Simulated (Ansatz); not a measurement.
# CH4Si (SMILES C[SiH]) at CCSDT(Q)/STO-3G

What is the energy change on altering one bond length of CH4Si at CCSDT(Q)/STO-3G? 

The results are computed with Ansatz 0.2.0.

47 further runs of the same task are left out: 47 set aside as unsound or not needed.

## 1. Starting point

CH4Si has 6 atoms, charge 0, and is taken as a singlet. SMILES: `C[SiH]`. Geometry: relaxed at PBE0-D4/def2-TZVP.

Bond lengths: C1–Si2 1.892 Å, C1–H3 1.098 Å, C1–H4 1.091 Å, C1–H5 1.098 Å, Si2–H6 1.531 Å. Angles: C1–Si2–H6 94.2°, Si2–C1–H3 109.7°, Si2–C1–H4 113.8°, Si2–C1–H5 109.5°, H3–C1–H4 109.0°, H3–C1–H5 105.5°, H4–C1–H5 109.0°.

## 2. The energy at CCSDT(Q)/STO-3G

The input, input.yaml:

```yaml
crystal:
  periodic: [false, false, false]
  atoms:
    - {symbol: C, position_ang: [-0.093500, -0.366000, -0.370300]}
    - {symbol: Si, position_ang: [0.917300, 0.209800, 1.122300]}
    - {symbol: H, position_ang: [-1.156900, -0.410100, -0.102200]}
    - {symbol: H, position_ang: [0.215000, -1.335600, -0.763000]}
    - {symbol: H, position_ang: [-0.024000, 0.382000, -1.170800]}
    - {symbol: H, position_ang: [0.142200, 1.520000, 1.284000]}
basis:
  gaussian:
    orbitals: STO-3G
accuracy: high
correlation:
  method: ccsdt_q
  frozen_orbitals: {C: 1, H: 0, Si: 5}
scf:
  omitted_lower_state_checks: [cluster_reference, increment]
```

On the command line:

```bash
ansatz run input.yaml --threads 1 --pin off --max-ram 2610MiB --events-out events.jsonl --progress --plain --runs-dir runs
```

The log of the run (excerpt; [...] marks lines left out):

```text
Warning: RAYON_NUM_THREADS=1 ignored (pool sized by the plan → 1); use --threads N
Functional definition: HF
  name "HF"
[...]
311 factors; integrals over basis functions are off by at most 1.2e-8 eV
[...]
mean field -8850.87368916 eV, -325.2636087388 hartree, gradient 7.3e-8 eV, S^2 0.000000; 0 other end points of the search recorded, 0 dependent functions left out; unrestricted orbitals would lower it
6 core orbitals not correlated: weight in the atoms' cores, before any rotation towards them, 1.000 or more for the frozen orbitals, at most 0.000 for the correlated occupied ones
reference -8850.87368916 eV, -325.2636087388 hartree; 6, 6 occupied and 6, 6 virtual orbitals, 311 factors
second order -2.29030389 eV of doubles, -0.00000000 eV of singles
cycle   1  -2.86874423 eV  change   -5.8e-1 eV  update   6.6e-2
[...]
cycle  21  -3.23168924 eV  change   6.3e-10 eV  update  8.4e-10
perturbative correction -0.00310241 eV, -0.0001140116 hartree
Total energy: -8854.10848081 eV, -325.3824851394 hartree
Checks for a lower state left out: cluster_reference, increment
```

It took 0.2 s on 1 thread of Arm Neoverse V2, shared host.

## 3. The distorted shape

The input, molecule.yaml:

```yaml
crystal:
  periodic: [false, false, false]
  atoms:
    - {symbol: C, position_ang: [-0.110873, -0.552978, -0.170199]}
    - {symbol: Si, position_ang: [0.899927, 0.022822, 1.322401]}
    - {symbol: H, position_ang: [-1.174273, -0.597078, 0.097901]}
    - {symbol: H, position_ang: [0.197627, -1.522578, -0.562899]}
    - {symbol: H, position_ang: [-0.024000, 0.382000, -1.170800]}
    - {symbol: H, position_ang: [0.124827, 1.333022, 1.484101]}
basis:
  gaussian: {orbitals: STO-3G}
correlation: {method: ccsdt_q, frozen_orbitals: {C: 1, H: 0, Si: 5}}
accuracy: high
scf: {omitted_lower_state_checks: [cluster_reference, increment]}
```

On the command line:

```bash
ansatz run molecule.yaml --threads 1 --pin off --max-ram 2610MiB --events-out events.jsonl --progress --plain --runs-dir runs
```

The log of the run (excerpt; [...] marks lines left out):

```text
Warning: RAYON_NUM_THREADS=1 ignored (pool sized by the plan → 1); use --threads N
[... 2 set-up lines as earlier in the session ...]
[...]
311 factors; integrals over basis functions are off by at most 1.5e-8 eV
[...]
mean field -8849.63770164 eV, -325.2181870355 hartree, gradient 7.8e-8 eV, S^2 0.000000; 0 other end points of the search recorded, 0 dependent functions left out; unrestricted orbitals would lower it
6 core orbitals not correlated: weight in the atoms' cores, before any rotation towards them, 1.000 or more for the frozen orbitals, at most 0.000 for the correlated occupied ones
reference -8849.63770164 eV, -325.2181870355 hartree; 6, 6 occupied and 6, 6 virtual orbitals, 311 factors
second order -2.54962721 eV of doubles, -0.00000000 eV of singles
cycle   1  -3.18782460 eV  change   -6.4e-1 eV  update   7.2e-2
[...]
cycle  26  -3.61590775 eV  change  -4.2e-10 eV  update  7.3e-10
perturbative correction -0.00445814 eV, -0.0001638335 hartree
Total energy: -8853.25806753 eV, -325.3512330280 hartree
Checks for a lower state left out: cluster_reference, increment
```

It took 0.22 s on 1 thread of Arm Neoverse V2, shared host.

## 4. Results

Level: CCSDT(Q)/STO-3G, 6 core orbitals frozen.

| quantity | value |
| --- | --- |
| first shape: total energy | -325.38249 Eh |
| first shape: correlation energy (6 core orbitals frozen) | -118.9 mEh |
| first shape: T1 diagnostic | 0.007 |
| distorted shape: total energy | -325.35123 Eh |
| distorted shape: correlation energy (6 core orbitals frozen) | -133.0 mEh |
| distorted shape: T1 diagnostic | 0.007 |
| energy change with the C1–H5 bond stretched from 1.098 to 1.372 Å | 0.850 eV |

What this shows: With the C1–H5 bond stretched from 1.098 to 1.372 Å the energy rises by 0.85 eV (82.1 kJ/mol). The first shape isn't relaxed at this level, so the change isn't measured from a minimum. The minimal basis adds a large error of its own. The restricted solution (first shape) is unstable to spin breaking: an unrestricted one lies lower. The restricted solution (distorted shape) is unstable to spin breaking: an unrestricted one lies lower.
